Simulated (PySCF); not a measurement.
## EPR parameters of C5H8N

Compound: C5H8N (doublet state).
Structure used (PBE0-D3(BJ)/def2-SVP), in Å, numbered top down from 1:
```
atom  x, y, z in Å
C1    -1.0989   -1.1024    0.4994
C2    -0.0971    0.0352    0.3449
C3    -0.6506    1.1667   -0.5312
C4     1.2060   -0.4688   -0.2012
C5     2.3875    0.2575   -0.0947
N6     3.3742    0.8797    0.0100
H7    -2.0393   -0.7379    0.9384
H8    -0.7076   -1.8993    1.1493
H9    -1.3380   -1.5490   -0.4794
H10    0.1078    0.4650    1.3426
H11   -0.8875    0.7994   -1.5421
H12   -1.5740    1.5732   -0.0907
H13    0.0738    1.9887   -0.6283
H14    1.2423   -1.4090   -0.7614
```

The hyperfine couplings belong to this conformer and change with its torsions.

Identity: `CC(C)[CH]C#N` [radical].

Method used: UKS B3LYP, IGLO-III on C N, pcH-1 on H, non-relativistic, mean-field spin-orbit, GIAO (PySCF). Isolated species at its PBE0-D3(BJ)/def2-SVP geometry (one conformer only). No stability test was run, so a lower SCF solution isn't excluded.

| Item | Value |
| --- | --- |
| g1, g2, g3 | 2.00222, 2.00325, 2.00340 |
| g_iso | 2.00296 |
| Form of g | close to axial: the two nearest values differ by 13 % of g3 − g1 |
| ⟨S²⟩ | 0.7653 (exact 0.7500) |
| α and β electrons | 23, 22 |
| HOMO–LUMO gap, α and β orbitals | 6.82, 5.68 eV |
| Total energy | -250.14288 Eh |

Hyperfine couplings atom by atom, in MHz; T1 to T3 are the principal values of the dipolar part; ρ(0) is the spin density at the nucleus:

| atom | isotope | a_iso | T1 | T2 | T3 | Mulliken spin population | ρ(0) (bohr⁻³) |
| --- | --- | --- | --- | --- | --- | --- | --- |
| C1 | 13C | 4.5 | -1.1 | -1.1 | 2.2 | 0.00 | 0.0040 |
| C2 | 13C | -24.0 | -2.1 | 0.0 | 2.0 | -0.06 | -0.0213 |
| C3 | 13C | 54.0 | -4.3 | -4.2 | 8.5 | 0.03 | 0.0481 |
| C4 | 13C | 73.3 | -66.5 | -65.7 | 132.2 | 0.88 | 0.0652 |
| C5 | 13C | -57.1 | -19.9 | -1.8 | 21.7 | -0.22 | -0.0508 |
| N6 | 14N | 9.1 | -17.8 | -13.4 | 31.3 | 0.39 | 0.0281 |
| H7 | 1H | 0.8 | -1.4 | -1.4 | 2.8 | 0.00 | 0.0002 |
| H8 | 1H | -1.4 | -3.0 | -2.3 | 5.3 | 0.00 | -0.0003 |
| H9 | 1H | -1.1 | -2.3 | -2.2 | 4.5 | 0.00 | -0.0002 |
| H10 | 1H | 51.7 | -4.3 | -3.0 | 7.3 | 0.02 | 0.0116 |
| H11 | 1H | -3.3 | -4.2 | -1.8 | 5.9 | 0.00 | -0.0007 |
| H12 | 1H | 16.1 | -2.6 | -1.4 | 4.1 | 0.01 | 0.0036 |
| H13 | 1H | -2.3 | -4.2 | -1.4 | 5.6 | 0.00 | -0.0005 |
| H14 | 1H | -58.2 | -31.1 | -1.0 | 32.1 | -0.05 | -0.0130 |

Largest spin populations (Mulliken): C4 (+0.88), N6 (+0.39), C5 (-0.22) and C2 (-0.06). The positive populations add up to 1.33 and the negative ones to -0.33, together 2S = 1. The angles at C4 add up to 359.9°, so it is planar; its axial dipolar tensor and the negative coupling of its proton fit spin in a p orbital normal to that plane.

Axes: g2 points within 7° of the C4–C5 bond.

Under fast tumbling the dipolar parts average out, and these isotropic splittings remain: 1 × 1H (H14, I = 1/2, 2 lines) with 2.07 mT, 1 × 1H (H10, I = 1/2, 2 lines) with 1.84 mT, 1 × 14N (N6, I = 1, 3 lines) with 0.32 mT and 6 × 1H (H7 (×6), I = 1/2, 7 lines) with 0.05 mT.

Means are taken over nuclei equivalent by connectivity, which assumes that they swap fast. The six 1H nuclei of mean +1.5 MHz run from -3.3 to 16.1 MHz in the frozen geometry.

The 13C coupling of C4 (73.3 MHz) shows only in satellite lines or after enrichment, since that isotope makes up about 1.07 % of natural carbon.

The spin density at the nucleus, in bohr⁻³, is negative for C5 (-0.0508), C2 (-0.0213) and H14 (-0.0130), for instance. A restricted open-shell determinant has no negative spin density anywhere; here it arises because α and β orbitals differ (spin polarisation).

Time: 67 s of wall time. Hardware: x86-64 server, one thread (shared host).
